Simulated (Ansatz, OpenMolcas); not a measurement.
Ansatz → OpenMolcas

Ansatz 0.2.0 runs this on PH (SMILES [PH]):

job.yaml:
```yaml
crystal:
  periodic: [false, false, false]
  atoms:
    - {symbol: P, position_ang: [0.000000, 0.000000, 0.000000]}
    - {symbol: H, position_ang: [0.000000, 0.000000, 1.399070]}
basis:
  gaussian:
    orbitals: 3-21G.json
total_charge: 0
magnetization:
  spin_polarized: true
  initial_magnetization: 2
hamiltonian:
  xc: {name: SVWN5}
accuracy: high
```

```bash
$ ansatz run job.yaml --threads 1 --pin off --max-ram 2610MiB --events-out events.jsonl --progress --plain --runs-dir runs
```

(Basis files named in the input come from the Basis Set Exchange and aren't shown.)

The shape is that of a GFN2-xTB optimisation.

It gives a total energy of -338.848959 Eh.

**Question.** Translate the job to OpenMolcas 26.06 as an input file of the program's own.

**Answer.** One way, which was run:

calc.input:
```
* HP Kohn-Sham DFT

&GATEWAY
 BasLib = $CurrDir
 Coord
 2
 angstrom
 P        0.000000       0.000000       0.000000
 H        0.000000       0.000000       1.399070
 Basis = 3-21G
 Group = NoSym

&SEWARD
 GridInput
 Grid=UltraFine
 End of Grid

&SCF
 UHF
 Spin = 3
 KSDFT = SVWN5
 Thresholds = 1e-10 1e-07 1e-07 1e-05
 PrOrbitals = 1 1
```

```bash
$ export MOLCAS_MEM=1860
$ pymolcas calc.input > calc.log
```

(Basis files named in the input come from the Basis Set Exchange and aren't shown.)

Its energy is -338.848960 Eh, 0.001 mEh from the first.
